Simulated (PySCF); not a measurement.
**Bond length, frequency and bond energy of SH⁻ by level of theory**

State: ¹Σ⁺ (singlet), closed shell. Set-up: PySCF, no relativity, basis sets H aug-cc-pVDZ, S aug-cc-pV(D+d)Z. De refers to H + S⁻ in their high-spin ground configurations, without counterpoise correction. A positive dipole points towards S; it is taken about the centre of mass and depends on that origin.

```
      Level  Re (Å)  ωe (cm⁻¹)  De (eV)  μ (D)
        RHF   1.341       2783      n/a  -0.51
    RHF-MP2   1.351       2709      n/a    n/a
RHF-SCS-MP2   1.353       2683      n/a    n/a
   RHF-CCSD   1.356       2651      n/a    n/a
RHF-CCSD(T)   1.358       2630      n/a    n/a
        PBE   1.365       2575     3.95  -0.36
     revPBE   1.366       2566     3.86  -0.37
       PW91   1.364       2575     3.96  -0.36
     r²SCAN   1.355       2653     3.95  -0.44
      M06-L   1.350       2692     3.99  -0.41
       PBE0   1.354       2671     3.91  -0.42
```

The bond length runs from 1.341 Å (RHF) to 1.366 Å (revPBE). De spans 3.86 eV (revPBE, GGA) to 3.99 eV (M06-L, meta-GGA).

Correlated steps freeze 5 core orbitals. For an ion De counts to the pair picked by the measured ionisation energies or electron affinities, which need not be the lowest pair at this level. The highest Kohn–Sham level is positive in this anion. Much of that is self-interaction error, but it also means that the finite basis helps to hold the extra electron.
